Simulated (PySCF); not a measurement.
Species: ozone, O₃.
Numbering: `[O:1]=[O+:2][O-:3]`

The closed-shell ground state was solved at several levels (PySCF, density fitting, gas phase, non-relativistic). Isolated species at its PBE0-D3(BJ)/def2-TZVP geometry, gas phase.

```json
{"level": "KT3/pcSseg-2", "basis functions": "108", "total energy (Eh)": "-228.4334", "HOMO (eV)": "-7.99", "LUMO (eV)": "-5.84", "gap (eV)": "2.15", "dipole (D)": "0.64"}
{"level": "CAM-B3LYP/aug-cc-pVTZ", "basis functions": "138", "total energy (Eh)": "-225.4320", "HOMO (eV)": "-11.38", "LUMO (eV)": "-3.76", "gap (eV)": "7.62", "dipole (D)": "0.70"}
{"level": "PBE0/pcSseg-2", "basis functions": "108", "total energy (Eh)": "-225.2758", "HOMO (eV)": "-9.72", "LUMO (eV)": "-4.89", "gap (eV)": "4.83", "dipole (D)": "0.70"}
{"level": "wB97X-D/pcSseg-2", "basis functions": "108", "total energy (Eh)": "-225.4315", "HOMO (eV)": "-11.69", "LUMO (eV)": "-2.99", "gap (eV)": "8.70", "dipole (D)": "0.72"}
{"level": "PBE0/aug-cc-pVTZ", "basis functions": "138", "total energy (Eh)": "-225.2714", "HOMO (eV)": "-9.74", "LUMO (eV)": "-4.89", "gap (eV)": "4.85", "dipole (D)": "0.68"}
```

(1) What might wB97X-D/aug-cc-pVTZ (138 basis functions) give for the same quantities?

(2) How far do the dipole and the HOMO energy spread over the levels?

## Answers

(1) Total energy -225.4263 Eh, HOMO -11.70 eV, LUMO -2.99 eV, gap 8.71 eV, dipole 0.70 D.

(2) The dipole runs from 0.64 to 0.72 D (mean 0.69 D) and the HOMO from -11.70 to -7.99 eV.

wB97X-D is run here without its empirical dispersion term; that term would change no orbital, density or response property at a fixed geometry.
